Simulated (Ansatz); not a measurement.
System: solid chlorine. Method: PBE-D3(BJ) (Ansatz, an electronic-structure program, plane waves, PAW).

Run with plane-wave cutoff 500 eV, 6×6×4 k mesh (along the axes of the cell as run), gaussian smearing 0.02 eV, scalar-relativistic PAW data made under PBE.

Computed at the level's own relaxed cell.

Task: What does this level give for the equilibrium volume per atom, lattice parameter a, lattice parameter b and c axis length?

Result: 
- equilibrium volume per atom: 27.15 Å³/atom
- lattice parameter a: 6.592 Å
- lattice parameter b: 4.071 Å
- c axis length: 8.093 Å
